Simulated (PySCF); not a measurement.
CH3S, SMILES C[S], multiplicity 2.

Geometry: B3LYP-D3(BJ)/def2-TZVP. The isomer is the one that the SMILES or the coordinates give; other isomers of the formula were not compared.

Calculation: PBE0/def2-TZVPD (PySCF).

Isolated molecule, no solvent.

### Question
Estimate the frontier levels, dipole moment and polarisability. (Estimate from the structure and the level; the computed values follow.)

### Answer

α spin, highest occupied and lowest empty level: -7.01 and 0.17 eV
β spin, highest occupied and lowest empty level: -6.65 and -3.80 eV
dipole moment: 1.72 D
quadrupole, principal values (traceless, Buckingham form, about the centre of nuclear charge): -2.40, 0.89, 1.51 D·Å
mean static polarisability: 35.1 bohr³ (5.21 Å³)
polarisability, principal values: 29.5, 33.1, 42.8 bohr³
⟨S²⟩: 0.755 (pure state 0.75)
